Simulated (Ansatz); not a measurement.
A nudged elastic band was laid between two geometries of AlH3O (5 atoms, charge 0, multiplicity 1).

Theory: RKS r2SCANh-D4/def2-SVP (Ansatz).

- movable images: 7
- climbing image: yes
- spring: 5.0 eV/Å²
- optimiser: quadratic models (default)
- start path: through a guess of the saddle point
- force threshold: 0.05 eV/Å
- iteration limit: 60
- end points: relaxed

First end point:

```xyz
5
Properties=species:S:1:pos:R:3
Al 0.353 -0.088 0.188
H 0.278 -0.258 1.763
H 1.671 0.255 -0.608
O -1.044 -0.275 -0.763
H -1.930 -0.482 -0.466
```

Last end point:

```xyz
5
Properties=species:S:1:pos:R:3
Al -1.837 -0.619 1.478
H 1.323 0.123 -0.091
H 2.056 0.276 -0.207
O -1.243 -0.377 -0.081
H -0.971 -0.250 -0.985
```

Which bonds break or form, and what moves?

Bonds broken: Al1–H2, Al1–H3. Bonds formed: H2–H3. AlH3O becomes AlHO + H2.

Give the energies along the band, and the barrier.

The run converged. The highest image is number 2 of 0 to 8, 79.3 kcal/mol above the first end and 58.6 kcal/mol above the last; the last end lies 20.8 kcal/mol above the first. Neighbouring images differ by up to 2.6 eV, so the band resolves the path poorly. A vibrational analysis at the climbing image gives one clearly imaginary mode, 1486i cm⁻¹: a first-order saddle point. The orbitals stay closed-shell, which can raise the energy where a bond breaks towards radicals; this wasn't checked here.

```tsv
image	path coordinate (Å)	energy (kcal/mol)	Al1–H2 (Å)	Al1–H3 (Å)	H2–H3 (Å)
0	0.00	0.0	1.59	1.58	2.80
1	0.80	18.9	1.55	1.56	2.18
2	1.60	79.3	1.57	1.85	1.36
3	2.33	32.6	2.08	2.41	0.78
4	3.06	24.0	2.72	3.05	0.76
5	3.80	21.8	3.56	3.58	0.76
6	4.53	21.8	4.07	4.48	0.76
7	5.26	21.3	3.81	4.55	0.76
8	5.99	20.8	3.60	4.33	0.76
```

What is the geometry of the highest image?


```xyz
5
Properties=species:S:1:pos:R:3
Al -0.213 -0.213 0.586
H 1.177 0.017 1.276
H 1.496 0.147 -0.036
O -1.095 -0.306 -0.877
H -2.037 -0.490 -0.834
```

The band took 29 iterations and about 4 core-minutes.

Run time: 3.7 min on 1 thread of Intel(R) Xeon(R) CPU @ 2.60GHz (Ice Lake), with other jobs on the host, peak memory 0.12 GiB.
